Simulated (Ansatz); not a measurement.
## Ansatz (development build ahead of 0.2.0) run

```yaml
crystal:
  periodic: [false, false, false]
  atoms:
    - { symbol: C, position_ang: [0.0, 0.0, 0.0] }
    - { symbol: "N", position_ang: [0.0, 2.8164, 2.1611] }
    - { symbol: P, position_ang: [0.0, -3.5062, 2.6904] }
basis:
  gaussian: { orbitals: pcseg-2 }
total_charge: 1
magnetization:
  spin_polarized: true
  initial_magnetization: 1
hamiltonian:
  xc: { name: wB97X }
```

The input is written out in the form of the current development build from the run's settings.

The run gave:

```yaml
Converged: yes
Total_energy: -433.32463 hartree
Spin_squared_of_the_determinant: 3.756
Stability_test: minimum
```

Caution: charge can spread falsely over distant fragments; the unrestricted determinant is a mixture of spin states.
